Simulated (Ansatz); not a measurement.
`C=C(C)C(C)C` + `C=C(O)S` → `C=C(O)SC` + `C=C(C)CC`  (substitution at a C–C bond)

Gas-phase electronic energies from Ansatz, PBE0-D4/def2-TZVP geometries. CBS: MP2 limit from def2 TZ/QZ plus the TZ coupled-cluster correction, frozen cores. DFT in def2-TZVPP. B3LYP here is the variant with VWN-RPA as its local correlation; programs differ in this. One conformer a species, not always the lowest.

Q: Is it downhill or uphill in electronic energy at CCSD(T)/CBS, and by how much? (Estimate.)

A: The calculation gave: Uphill: ΔE = +1.5 kcal/mol.

Q: What do these levels give: r2SCAN-D4, ωB97M-V, B2PLYP, r2SCAN, B3LYP, MP2/def2-TZVPP, SCS-MP2/def2-TZVPP, CCSD/def2-TZVPP, CCSD(T)/def2-TZVPP, MP2/def2-QZVPP, SCS-MP2/def2-QZVPP, CCSD/CBS(def2)? (Estimate.)

A: Computed: r2SCAN-D4 0.6, ωB97M-V 1.2, B2PLYP 0.4, r2SCAN 0.4, B3LYP -0.4, MP2/def2-TZVPP 1.9, SCS-MP2/def2-TZVPP 1.6, CCSD/def2-TZVPP 2.0, CCSD(T)/def2-TZVPP 2.0, MP2/def2-QZVPP 1.6, SCS-MP2/def2-QZVPP 1.2, CCSD/CBS(def2) 1.5 kcal/mol.

Largest T1 diagnostic among the species: 0.012.

In def2-TZVPP, CCSD(T) changes the Hartree–Fock value by +2.0 kcal/mol (the triples alone add +0.0 kcal/mol) and MP2 by +1.9 kcal/mol. The D4 term adds +0.8 kcal/mol with B3LYP and +0.5 kcal/mol with PBE0; it sums over pairs of atoms, weighted by their polarisabilities, and B3LYP, whose exchange is more repulsive, gets the larger term.
